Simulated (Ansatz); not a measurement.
## Longitudinal phonon frequency at L of fcc Ni at several levels of theory

No measured value is used here.

| level (code) | value (cm⁻¹) | cell (Å³/atom) |
|---|---|---|
| LDA (Ansatz) | 326 | 10.03 |
| PBE (Ansatz) | (withheld) | 10.89 |
| r²SCAN (Ansatz) | 303 | 10.52 |

### Question
What belongs in the gaps?

### Answer

- PBE (Ansatz, a program for electronic structure), value (cm⁻¹): 292

Spin-polarised runs: LDA (parallel moments), PBE (parallel moments), r²SCAN (parallel moments). Each level is taken at its own relaxed cell. Cutoffs differ between the levels. Ansatz's density-functional and Hartree–Fock values are scalar-relativistic unless marked +SOC, with PAW data made under PBE.
